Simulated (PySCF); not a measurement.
# `c1ccoc1`, C₄H₄O

Molfile (atoms numbered from 1):
```
C4H4O
     RDKit          3D

  9  9  0  0  0  0  0  0  0  0999 V2000
   -0.8888    0.6275   -0.1217 C   0  0  0  0  0  0  0  0  0  0  0  0
    0.5041    0.9490   -0.0217 C   0  0  0  0  0  0  0  0  0  0  0  0
    1.1527   -0.2329    0.1090 C   0  0  0  0  0  0  0  0  0  0  0  0
    0.2706   -1.2631    0.0976 O   0  0  0  0  0  0  0  0  0  0  0  0
   -0.9652   -0.7226   -0.0430 C   0  0  0  0  0  0  0  0  0  0  0  0
   -1.7146    1.3142   -0.2362 H   0  0  0  0  0  0  0  0  0  0  0  0
    0.9535    1.9309   -0.0446 H   0  0  0  0  0  0  0  0  0  0  0  0
    2.1910   -0.5052    0.2160 H   0  0  0  0  0  0  0  0  0  0  0  0
   -1.7836   -1.4249   -0.0695 H   0  0  0  0  0  0  0  0  0  0  0  0
  1  2  1  0
  2  3  2  0
  3  4  1  0
  4  5  1  0
  5  1  2  0
  1  6  1  0
  2  7  1  0
  3  8  1  0
  5  9  1  0
M  END
```

Theory: UKS CAM-B3LYP/6-31G* four-point reorganisation energy, gas phase (PySCF 2.14.0). Geometry: CAM-B3LYP/6-31G*.

Task: What is the inner reorganisation energy for hole transfer, with the ionisation energy?

Result: λ = 0.199 (surface of the oxidised species) + 0.194 (surface of the starting species) = 0.393 eV. The ionisation energy is 8.73 eV vertical and 8.53 eV adiabatic without zero-point energy; at the relaxed geometry of the oxidised species the two energies differ by 8.33 eV. Largest bond changes: C2–C3 1.355 → 1.412 Å, C5–C1 1.355 → 1.411 Å, C1–C2 1.433 → 1.378 Å, C3–O4 1.356 → 1.341 Å, O4–C5 1.356 → 1.342 Å. ⟨S²⟩ of the relaxed oxidised species 0.766.
